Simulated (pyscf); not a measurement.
A first-order saddle from PySCF, ωB97X-D3(BJ)/def2-SVP:

```xyz
13

C     -0.1823     0.6911     0.6498
Ga    -1.8238     0.0079    -0.7104
O     -1.2685    -1.4108    -1.6644
O     -3.5205     0.4606    -1.1324
H     -0.7647     0.5177     1.5549
H     -0.1481     1.6934     0.2227
H      0.4095    -0.1159     0.2124
H     -1.9374    -1.7507    -2.2710
H     -3.8745     1.2167    -0.6520
C      1.4467     1.1528     1.8103
H      1.1276     2.0085     2.4174
H      1.6430     0.2474     2.3969
H      2.2434     1.3937     1.0965
```
Charge 0, spin multiplicity 2.

Surface: doublet, charge 0. Lowest wavenumbers (cm⁻¹): 1092i, 3, 35, 53, 184.

**Question.** Which two sides does it connect, and which bonds change?

**Answer.** H₃C–Ga(OH)–OH + methyl (CH₃•) ⇌ ethane (H₃C–CH₃) + [HO–Ga–OH]•, a substitution at C read from left to right: C–Ga broken and C–C formed. At ωB97M-D3(BJ)/def2-TZVP it lies +1.30 eV from the left side and +2.07 eV from the right (each side as separated species at their lowest minima found). This is the saddle that the search found; another between the same sides may lie lower. The angle at the attacked C is 174°. Elements up to Kr have no core potential and no relativistic terms here.
